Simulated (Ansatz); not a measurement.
**NH2O (quartet): from Hartree-Fock to the top rungs at distance O1–H3 along a hydrogen transfer = 1.132 Å, cc-pVTZ**

Aim: climb from Hartree-Fock through coupled cluster and multireference methods for NH2O (quartet) at one geometry and basis, and see what each rung misses.

The runs use Ansatz 0.2.0, Gaussian basis; cc-pVTZ, correlated electrons: outside noble gas.

Plan: UHF; CCSD(T) on ROHF; CCSD(T) on UHF; BCCD(T) on ROHF; CISD; CCSDT(Q) on ROHF; CCSDT(Q) on UHF; CASSCF and NEVPT2, 5 electrons in 5 orbitals; CASSCF and NEVPT2, 13 electrons in 10 orbitals.

**1. What is computed**

The geometry derives from fragments relaxed apart (PBE0/def2-TZVP) and kept rigid, so it is no stationary point. A hydrogen atom is moved between rigid fragments.

4 atoms, charge 0, spin multiplicity 4.

Atoms are counted from 1 here; the program's logs count them from 0.

Bond lengths: O1–H2 0.960 Å, O1–H3 1.132 Å, H3–N4 1.109 Å. Angles: H2–O1–H3 105.1°, O1–H3–N4 180.0°.

Coordinates:

```xyz
4
H2NO
O    -1.00802   -0.02916    0.00000
H    -1.25733    0.89741    0.00000
H     0.12398   -0.02916    0.00000
N     1.23298   -0.02916    0.00000
```

In the tables R marks a restricted open-shell determinant and U an unrestricted one; 'valence' is the active space of 13 electrons in 10 orbitals; 'pair' is the active space of 5 electrons in 5 orbitals; correlation energies count from the lowest restricted Hartree-Fock solution.

**2. UHF**

Input file in.yaml:

```yaml
crystal:
  periodic: [false, false, false]
  atoms:
    - {symbol: O, position_ang: [-1.008017, -0.029165, 0.000000]}
    - {symbol: H, position_ang: [-1.257327, 0.897410, 0.000000]}
    - {symbol: H, position_ang: [0.123983, -0.029165, 0.000000]}
    - {symbol: N, position_ang: [1.232983, -0.029165, 0.000000]}
basis:
  gaussian: {orbitals: cc-pVTZ}
magnetization: {spin_polarized: true, initial_magnetization: 3}
hamiltonian: {xc: hf}
output: {orbitals: {seedname: orbitals}}
```

Run with:

```sh
ansatz run in.yaml --threads 1 --pin off --events-out ev --progress --plain --max-ram 8192MiB --backend cpu
```

After this run come: CCSD(T) on ROHF; CCSD(T) on UHF; BCCD(T) on ROHF; CISD; CCSDT(Q) on ROHF; CCSDT(Q) on UHF; CASSCF and NEVPT2, 5 electrons in 5 orbitals; CASSCF and NEVPT2, 13 electrons in 10 orbitals.

Q: Predict the results of all the runs planned. Wanted: correlation energy, UCCSDT(Q); RMP2 from UCCSDT(Q); UMP2 from UCCSDT(Q); RCCSD from UCCSDT(Q); RCCSD(T) from UCCSDT(Q); UCCSD(T) from UCCSDT(Q); RCCSDT(Q) from UCCSDT(Q); NEVPT2 pair from UCCSDT(Q); NEVPT2 valence from UCCSDT(Q).

The runs gave:

| quantity | value |
| --- | --- |
| correlation energy, UCCSDT(Q) | -11.7173 eV |
| RMP2 from UCCSDT(Q) | +948.7 meV |
| UMP2 from UCCSDT(Q) | +1049.1 meV |
| RCCSD from UCCSDT(Q) | +425.1 meV |
| RCCSD(T) from UCCSDT(Q) | +41.8 meV |
| UCCSD(T) from UCCSDT(Q) | +42.9 meV |
| RCCSDT(Q) from UCCSDT(Q) | +5.3 meV |
| NEVPT2 pair from UCCSDT(Q) | +1016.9 meV |
| NEVPT2 valence from UCCSDT(Q) | +1459.9 meV |
| levels of the table within 1 kcal/mol (43 meV) | RCCSD(T), UCCSD(T), RCCSDT, UCCSDT, RCCSDT(Q) |
| T1 diagnostic | 0.033 |
| effectively unpaired electrons | 3.01 |

RCCSD(T) misses by +41.8 meV, 0.4 % of the correlation energy. One determinant dominates. Of the multireference levels listed NEVPT2 pair comes nearest in total energy (+1016.9 meV), which doesn't show that its space is the better one. These misses are within one basis, not against nature; the frozen cores of restricted and unrestricted runs differ, which can shift their rows.
